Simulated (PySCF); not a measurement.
Bonds broken one at a time in the series Ge SH-H. Gas-phase values, no solvent. One relaxed conformer stands for each flexible species; it need not be the lowest. Strings in code marks are SMILES.

The highest occupied spin orbital from two functionals at the same geometries (r2SCAN-D4/def2-TZVP), both in PySCF: PBE-D3(BJ)/def2-TZVP and r2SCAN-D4/def2-TZVP. 

| species | PBE-D3(BJ)/def2-TZVP (eV) | r2SCAN-D4/def2-TZVP (eV) |
|---|---|---|
| radical fragment (`[SH]`) | -6.12 | -6.40 |
| radical fragment (`[SH][Ge]([SH])[SH]`) | -5.12 | -5.46 |
| radical fragment (`[SH][GeH][SH]` (H–S–Ge–S torsion -176°, S–Ge–S–H torsion 54°)) | -5.02 | -5.38 |
| radical fragment (`[GeH3]`) | -5.19 | -5.59 |

Over these rows, drawn at random from the members with no instability flagged (it was tested for open shells, ions and some series alone), PBE minus r2SCAN-D4: mean +0.35 eV, from +0.28 eV to +0.41 eV.
